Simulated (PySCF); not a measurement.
Spectrum to structure. The calculation used TDDFT CAM-B3LYP/def2-SVPD, vertical, gas phase, core orbitals frozen in the response (PySCF). Geometries: PBE0-D3(BJ)/def2-SVP, one conformer each.

| state | E (eV) | f | main configurations (H = HOMO, L = LUMO) |
| --- | --- | --- | --- |
| S1 | 4.32 | 0.0001 | H→L (88%) |
| S2 | 7.02 | 0.026 | H→L+1 (70%), H→L+3 (17%) |
| S3 | 7.60 | 0.011 | H-1→L (84%) |
| S4 | 7.78 | 0.013 | H→L+3 (52%), H→L+1 (12%), H→L+4 (12%) |
| S5 | 7.79 | 0.016 | H→L+2 (63%), H→L+3 (10%) |
| S6 | 7.90 | 0.0051 | H-3→L (51%), H→L+4 (14%), H→L+2 (12%) |
| S7 | 7.98 | 0.0014 | H→L+4 (59%), H-3→L (20%) |
| S8 | 8.27 | 0.040 | H-2→L (75%) |
| S9 | 8.77 | 0.042 | H→L+5 (57%), H→L+6 (28%) |
| S10 | 8.99 | 0.0087 | H→L+6 (56%), H→L+5 (25%) |

Triplets computed (Tamm–Dancoff): 3.79, 6.12, 6.89, 7.31 eV.

**Question.** Which structure fits? All have the formula C5H8O.
A. `C(/C)=C\C(C)=O`
B. `C[C@@H]1CCC1=O`
C. `C=C/C=C/OC`

**Answer.** B. Its S1 lies at 4.32 eV; the nearest of the others has S1 at 3.97 eV. S1 is HOMO→LUMO (88%). Löwdin shares by element: HOMO oxygen 50%, carbon 41% or more; LUMO carbon 46% or more, oxygen 25% (atoms not listed hold the other 29%). At the same level the other candidates give, for their lowest levels:
- `C/C=C/C(C)=O`: 3.97 eV (f 0.000); 6.11 eV (f 0.479); 7.29 eV (f 0.021); 7.31 eV (f 0.002); 7.49 eV (f 0.005); T1 3.44 eV; HOMO -8.75, LUMO -0.37 eV
- `C=C/C=C/OC`: 5.62 eV (f 0.743); 6.05 eV (f 0.003); 6.16 eV (f 0.000); 6.59 eV (f 0.031); 6.91 eV (f 0.004); T1 3.17 eV; HOMO -7.29, LUMO 0.73 eV
